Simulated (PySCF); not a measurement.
# `InChI=1S/BFH5P/c1-3-2/h3H2,1H3`

Geometry:
```
atom   x (Å)   y (Å)   z (Å)
  B1   1.065   0.214   0.042
  P2  -0.767  -0.075  -0.084
  F3  -1.779   0.913  -0.840
  H4   1.132  -0.844   0.697
  H5   1.589   0.112  -1.048
  H6   1.296   1.190   0.724
  H7  -1.415  -0.194   1.169
  H8  -1.114  -1.308  -0.686
```

Method used: GIAO B3LYP/pcSseg-1 magnetisability, rotational g tensor and spin-rotation constants, non-relativistic, gas phase (PySCF). Geometry: PBE0-D3(BJ)/def2-SVP.

**Question.** Give the nuclear spin-rotation constants along the inertial axes (H = +C I·J) beside the isotropic shieldings.

**Answer.** Rotational constants 24.8455, 6.0426, 5.3339 GHz.
| atom | isotope | Caa (kHz) | Cbb (kHz) | Ccc (kHz) | mean (kHz) | σ (ppm) |
| --- | --- | --- | --- | --- | --- | --- |
| B1 | 11B | 3.232 | 0.720 | 0.740 | 1.564 | 137.8 |
| P2 | 31P | 34.126 | 10.327 | 12.983 | 19.145 | 213.7 |
| F3 | 19F | 11.842 | 5.695 | 1.752 | 6.430 | 369.8 |
| H4 | 1H | -1.373 | -0.157 | -0.649 | -0.726 | 31.1 |
| H5 | 1H | -2.070 | -0.399 | -0.086 | -0.851 | 29.6 |
| H6 | 1H | -2.078 | -0.391 | -0.091 | -0.853 | 29.6 |
| H7 | 1H | -2.506 | -0.225 | 0.136 | -0.865 | 24.4 |
| H8 | 1H | -2.503 | -0.221 | 0.133 | -0.864 | 24.4 |

For the geometry as given, no vibrational averaging.

**Question.** How do the rotational constants and the g tensor change when H4, H5, H6, H7, H8 are replaced by deuterium?

**Answer.** Constants 16.5177, 5.0500, 4.5031 GHz; g -0.0500, -0.0374, -0.0438, against -0.0714, -0.0463, -0.0523 before.
